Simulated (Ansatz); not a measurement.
# BSiH2 (quartet): the correlation ladder, 6-31G

How much of the correlation energy of BSiH2 (quartet) does each wave-function method recover here?

Computed with Ansatz 0.2.0, Gaussian basis. Level: 6-31G, core rule «outside noble gas», up to 6 orbitals frozen.

Plan: UHF; CCSD(T) on ROHF; CCSD(T) on UHF; BCCD(T) on ROHF; CISD; CCSDT(Q) on ROHF; CCSDT(Q) on UHF; CISDTQ; CCSDTQ on ROHF; CCSDTQ on UHF; CASSCF and MRCISD+Q, 9 electrons in 10 orbitals; CASSCF and NEVPT2, 9 electrons in 10 orbitals; Full CI.

3 further runs of the same task are left out: 3 set aside as unsound or not needed.

## Step 1: The system

The geometry is a PBE0/def2-TZVP stationary point (not a proven minimum).

4 atoms, charge 0, spin multiplicity 4.

Atoms are counted from 1 here; the program's logs count them from 0.

Bond lengths: Si1–B2 1.915 Å, Si1–H3 1.512 Å, B2–H4 1.193 Å. Angles: B2–Si1–H3 126.7°, Si1–B2–H4 134.2°.

## Step 2: UHF

Contents of in.yaml:

```yaml
crystal:
  periodic: [false, false, false]
  atoms:
    - {symbol: Si, position_ang: [0.000000, -0.047060, 0.551810]}
    - {symbol: B, position_ang: [0.000000, -0.060513, -1.363344]}
    - {symbol: H, position_ang: [0.000000, 1.171072, 1.447364]}
    - {symbol: H, position_ang: [0.000000, 0.789266, -2.200146]}
basis:
  gaussian: {orbitals: 6-31G}
magnetization: {spin_polarized: true, initial_magnetization: 3}
hamiltonian: {xc: hf}
output: {orbitals: {seedname: orbitals}}
```

The run is started by

```
$ ansatz run in.yaml --threads 1 --pin off --events-out ev --progress --plain --max-ram 4096MiB --backend cpu
```

Further steps of the session: CCSD(T) on ROHF; CCSD(T) on UHF; BCCD(T) on ROHF; CISD; CCSDT(Q) on ROHF; CCSDT(Q) on UHF; CISDTQ; CCSDTQ on ROHF; CCSDTQ on UHF; CASSCF and MRCISD+Q, 9 electrons in 10 orbitals; CASSCF and NEVPT2, 9 electrons in 10 orbitals; Full CI.

Before running them: what should the planned runs give, taken together? Wanted: FCI below the RHF energy; RMP2 from FCI; UMP2 from FCI; RCCSD from FCI; RCCSD(T) from FCI; UCCSD(T) from FCI; RCCSDT(Q) from FCI; UCCSDT(Q) from FCI; NEVPT2 valence from FCI.

**Answer**, as computed:

```
                         quantity                                                                                                                          value
         FCI below the RHF energy                                                                                                                     -2.6285 eV
                    RMP2 from FCI                                                                                                                +17.43 kcal/mol
                    UMP2 from FCI                                                                                                                +17.36 kcal/mol
                   RCCSD from FCI                                                                                                                 +1.86 kcal/mol
                RCCSD(T) from FCI                                                                                                                 +0.56 kcal/mol
                UCCSD(T) from FCI                                                                                                                 +0.55 kcal/mol
               RCCSDT(Q) from FCI                                                                                                                 +0.02 kcal/mol
               UCCSDT(Q) from FCI                                                                                                                 +0.01 kcal/mol
          NEVPT2 valence from FCI                                                                                                                 +5.83 kcal/mol
        MRCISD+Q valence from FCI                                                                                                                 +0.26 kcal/mol
levels within 1 kcal/mol (43 meV)  RCCSD(T), UCCSD(T), BCCD(T), RCCSDT, UCCSDT, CISDTQ, RCCSDT(Q), UCCSDT(Q), RCCSDTQ, UCCSDTQ, MRCISD valence, MRCISD+Q valence
                    T1 diagnostic                                                                                                                          0.026
   effectively unpaired electrons                                                                                                                           3.03
```

What this shows: RCCSD(T) misses by +0.56 kcal/mol, 0.9 % of the correlation energy. One determinant dominates. Of the multireference levels listed MRCISD+Q valence comes nearest in total energy (+0.26 kcal/mol), which doesn't show that its space is the better one. These misses are within one basis, not against nature; the frozen cores of restricted and unrestricted runs differ, which can shift their rows.
